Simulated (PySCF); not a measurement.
**BC: energy against distance**

Set-up: PySCF, no relativity, basis sets B def2-TZVP, C def2-TZVP. Energies in eV from B + C in their ground configurations at the same level. All curves are PBE0. state 1: ⁴Σ⁻ (quartet), unpaired electrons σ ↑, π ↑↑; state 2: Ms = 0.5 determinant of mixed spin (⟨S²⟩ near 1.8), unpaired electrons σ ↓, π ↑↑, a second solution, started from another occupation; state 3: Ms = 0.5 determinant of mixed spin (⟨S²⟩ near 1.8), unpaired electrons σ ↑, π ↑↓, a mixture of terms (⟨Lz²⟩ = 2.0), a second solution, started from another occupation; state 4: Ms = 0.5 determinant of mixed spin (⟨S²⟩ near 1.6), unpaired electrons π ↑, a second solution, started from another occupation.

| R (Å) | state 1 | state 2 | state 3 | state 4 |
| --- | --- | --- | --- | --- |
| 1.274 | -3.722 | -3.274 | -3.177 | -3.733 |
| 1.333 | -4.270 | -3.852 | -3.749 | -4.019 |
| 1.392 | -4.575 | -4.184 | -4.076 | -4.088 |
| 1.437 | -4.683 | -4.311 | -4.199 | -4.035 |
| 1.481 | -4.713 | -4.357 | -4.241 | -3.915 |
| 1.525 | -4.682 | -4.339 | -4.220 | -3.745 |
| 1.585 | -4.572 | -4.240 | -4.118 | -3.465 |
| 1.659 | -4.361 | -4.033 | -3.911 | -3.070 |
| 1.748 | -4.048 | -3.712 | -3.592 | -2.579 |
| 1.866 | -3.591 | -3.232 | -3.120 | -1.969 |

Put a parabola through the three lowest points of the state 1 curve and estimate Re, k and ωe (reduced mass 5.742 u; 1 eV/Å² = 0.16022 mdyn/Å; ωe = 1302.8·√(k/μ) cm⁻¹).

Through R = 1.437, 1.481, 1.525 Å the second-order coefficient is 15.8 eV/Å², so Re ≈ 1.481 Å, k ≈ 5.05 mdyn/Å and ωe ≈ 1222 cm⁻¹. A polynomial fit of higher order to the unrounded PBE0 energies gives Re = 1.479 Å, k = 4.96 mdyn/Å, ωe = 1211 cm⁻¹; anharmonicity and rounding make the difference.

The higher-order fit for each curve: state 1: Re = 1.479 Å, ωe = 1211 cm⁻¹, De = 4.71 eV; state 2: Re = 1.489 Å, ωe = 1207 cm⁻¹, minimum 4.36 eV below the ground-state fragments; state 3: Re = 1.487 Å, ωe = 1208 cm⁻¹, minimum 4.24 eV below the ground-state fragments; state 4: Re = 1.385 Å, ωe = 1475 cm⁻¹, minimum 4.09 eV below the ground-state fragments.

⟨S²⟩ of the unrestricted solution departs from its pure value on part of the curve, where spin states mix. The state is the lowest determinant that a PBE0 search found; another state may lie lower at other levels.
